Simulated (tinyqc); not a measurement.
Worked calculation: harmonic frequencies on the RHF/sto-3g surface (energies and gradients from PySCF), for HF, spin multiplicity 1. One step of it, computed by the program tinyqc.

Problem. One row of the Hessian: 1Fz. Displace 1Fz by +/-0.002 bohr; H(k, :) = (g(+) - g(-)) / (2 delta).

optimised positions (bohr), order 1F, 2H:
$$\begin{pmatrix}
0.000000 & 0.000000 & -0.015555 \\
0.000000 & 0.000000 & 1.790008
\end{pmatrix}$$

gradient at +delta (hartree/bohr), order 1F, 2H:
$$\begin{pmatrix}
0.00000000 & 0.00000000 & 0.00145458 \\
0.00000000 & 0.00000000 & -0.00145458
\end{pmatrix}$$

gradient at -delta (hartree/bohr), order 1F, 2H:
$$\begin{pmatrix}
0.00000000 & 0.00000000 & -0.00144652 \\
0.00000000 & 0.00000000 & 0.00144652
\end{pmatrix}$$

Give: row of the Hessian.

Solution.

row of the Hessian (hartree/bohr^2): 1Fx 0.000000, 1Fy 0.000000, 1Fz 0.725277, 2Hx 0.000000, 2Hy 0.000000, 2Hz -0.725277
